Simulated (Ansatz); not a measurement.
**C2H3FO2: up Jacob's ladder to CCSD(T)**

An exercise on one series of results from a longer session: the logs are not shown, and one member is left open.

Computed with Ansatz 0.2.0, Gaussian basis. Level: functionals in def2-TZVPP, the program's frozen cores in correlated methods.

Plan: LDA (SPW92), PBE-D4, revPBE-D4, BLYP-D4, r2SCAN-D4, B97M-V, PBE0-D4, B3LYP-D4, r2SCANh-D4, r2SCAN0-D4, HSE06-D4, BHLYP-D4, CAM-B3LYP-D4, LC-ωPBE, ωB97X-V, ωB97M-V, B2PLYP, PBE-QIDH; CCSD(T)/def2-SVP; CCSD(T)/def2-TZVPP; MP2/def2-QZVPP; extrapolation to the limit; RPA on PBE.

**Structure used throughout**

The geometry comes from an earlier relaxation with PBE0-D4 in a triple-zeta def2 set; it is a stationary point, not always the lowest conformer.

SMILES `O=COCF`, 8 atoms, charge 0, spin multiplicity 1.

Atoms are counted from 1 here; the program's logs count them from 0.

Bond lengths: O1–C2 1.196 Å, C2–O3 1.334 Å, C2–H6 1.099 Å, O3–C4 1.414 Å, C4–F5 1.349 Å, C4–H7 1.092 Å, C4–H8 1.092 Å. Angles: O1–C2–O3 125.2°, O1–C2–H6 125.4°, O3–C2–H6 109.4°, C2–O3–C4 115.0°, O3–C4–F5 105.8°, O3–C4–H7 110.1°, O3–C4–H8 110.1°, F5–C4–H7 109.7°, F5–C4–H8 109.7°, H7–C4–H8 111.4°.

Set-up of the first run:

in.yaml reads:

```yaml
crystal:
  periodic: [false, false, false]
  atoms:
    - {symbol: O, position_ang: [0.561351, -0.695607, 1.563357]}
    - {symbol: C, position_ang: [0.375745, 0.425182, 1.190687]}
    - {symbol: O, position_ang: [-0.041530, 0.770526, -0.028021]}
    - {symbol: C, position_ang: [-0.266115, -0.310093, -0.912333]}
    - {symbol: F, position_ang: [-0.658794, 0.244782, -2.077600]}
    - {symbol: H, position_ang: [0.521610, 1.329725, 1.796698]}
    - {symbol: H, position_ang: [0.659924, -0.869120, -1.063806]}
    - {symbol: H, position_ang: [-1.059992, -0.952496, -0.524682]}
basis:
  gaussian: {orbitals: def2-TZVPP}
hamiltonian: {xc: lda}
output: {orbitals: {seedname: orbitals}}
```

Run with:

```
ansatz run in.yaml --threads 2 --pin off --events-out ev --progress --plain --max-ram 4352MiB
```

Steps of the session up to this table: LDA; PBE-D4 (GGA); revPBE-D4 (GGA); BLYP-D4 (GGA); r2SCAN-D4 (meta-GGA); B97M-V (meta-GGA); B3LYP-D4 (hybrid); r2SCANh-D4 (hybrid); r2SCAN0-D4 (hybrid); HSE06-D4 (hybrid); BHLYP-D4 (hybrid); CAM-B3LYP-D4 (range-separated); LC-ωPBE (range-separated); ωB97X-V (range-separated); ωB97M-V (range-separated); B2PLYP (double hybrid); PBE-QIDH (double hybrid).

One table of the session follows, with a row left open; its other results are not shown here.

It belongs to the step «Orbital energies across the functionals». 

```
  functional  HOMO (eV)  gap (eV)
 LDA (SPW92)      -7.20      5.39
      PBE-D4      -6.99      5.48
   revPBE-D4      -6.91      5.51
     BLYP-D4      -6.92      5.49
   r2SCAN-D4      -7.36      6.09
      B97M-V      -7.50      6.34
     PBE0-D4      -8.73      8.36
    B3LYP-D4      -8.48      7.79
  r2SCANh-D4      -8.01      7.17
  r2SCAN0-D4      -8.99      8.78
    HSE06-D4      -8.31      7.56
    BHLYP-D4     -10.44     11.28
CAM-B3LYP-D4     -10.25     11.07
     LC-ωPBE     -11.56     13.71
     ωB97X-V     -11.23     13.30
     ωB97M-V          ?         ?
```

**Question.** Estimate the row for ωB97M-V.

As computed: HOMO (eV): -11.18; gap (eV): 13.14. In the column «HOMO (eV)» it lies between ωB97X-V (-11.23) and BHLYP-D4 (-10.44).
